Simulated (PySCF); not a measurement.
Species, as SMILES: OCl (OH-Cl).
Geometry (B3LYP-D3(BJ)/def2-TZVP, fixed):
```xyz
3

O      0.0220     1.1044    -0.0012
H     -0.9233     1.3146     0.0160
Cl     0.0439    -0.5970    -0.0004
```

Basis-set convergence of the isotropic shielding of O1 at PBE with PySCF. GIAO, no density fitting; atoms are numbered in the order shown. All functions are spherical. No added dispersion term, no relativity. Reference: the value in pcSseg-3, 345.64 ppm, itself unsure by roughly 3.05 ppm (its mean distance from pcseg-3, pcSseg-2). Deviations are taken from unrounded values.

```
basis            functions  isotropic shielding of O1 (ppm)
---------------  ---------  -------------------------------
6-31G*                  34                           322.22
6-31+G*                 42                           329.24
def2-SVP                37                           324.44
def2-SVPD               58                           341.99
pcseg-1                 37                           332.97
aug-pcseg-1             59                           339.81
cc-pV(D+d)Z             42                           333.82
aug-cc-pV(D+d)Z         64                           346.11
6-311G**                50                           337.04
6-311+G**               58                           326.40
def2-TZVP               74                           344.71
def2-TZVPD              95                           344.07
pcseg-2                 78                           339.18
aug-pcseg-2            119                           343.42
cc-pV(T+d)Z             83                           347.59
aug-cc-pV(T+d)Z        124                           345.35
def2-TZVPP              87                           345.11
def2-TZVPPD            108                           344.57
def2-QZVPP             157                           346.92
def2-QZVPPD            178                           346.52
```

What the diffuse functions change, pair by pair:
- 6-31G* to 6-31+G*: 8 more functions, deviation -23.42 to -16.39 ppm
- def2-SVP to def2-SVPD: 21 more functions, deviation -21.19 to -3.64 ppm
- pcseg-1 to aug-pcseg-1: 22 more functions, deviation -12.67 to -5.82 ppm
- cc-pV(D+d)Z to aug-cc-pV(D+d)Z: 22 more functions, deviation -11.82 to 0.48 ppm
- 6-311G** to 6-311+G**: 8 more functions, deviation -8.60 to -19.23 ppm
- def2-TZVP to def2-TZVPD: 21 more functions, deviation -0.92 to -1.57 ppm
- pcseg-2 to aug-pcseg-2: 41 more functions, deviation -6.46 to -2.22 ppm
- cc-pV(T+d)Z to aug-cc-pV(T+d)Z: 41 more functions, deviation 1.95 to -0.28 ppm
- def2-TZVPP to def2-TZVPPD: 21 more functions, deviation -0.53 to -1.07 ppm
- def2-QZVPP to def2-QZVPPD: 21 more functions, deviation 1.28 to 0.89 ppm

They bring the value nearer the reference by more than 3.05 ppm in 5 of 10 pairs.
